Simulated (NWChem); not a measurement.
# Total energies of ammonia (H3N)

SMILES: N
```xyz
4

N      0.0016     0.1283     0.0000
H     -0.4728    -0.2934     0.8124
H     -0.4728    -0.2934    -0.8124
H      0.9343    -0.3110     0.0000
```
Charge 0, spin multiplicity 1.

All runs are NWChem calculations. All single points use one geometry, from PBE/def2-SVP, a minimum by its harmonic frequencies.

Basis set: cc-pVQZ (145 functions).

```tsv
method	total energy (Ha)	relative cost
RHF	-56.22065	1
MP2	-56.47358	under 3
B2PLYP	-56.54282	under 3
PBE	-56.51342	under 3
B3LYP	-56.59050	under 3
LDA (SVWN5)	-56.10663	under 3
```

Total energies of different functionals aren't comparable as a measure of quality: only differences taken within one method are. The cost column gives rough processor time relative to RHF; each entry includes its own SCF.

The correlated methods keep 1 core orbital frozen. B3LYP has NWChem's definition, with VWN1-RPA local correlation.
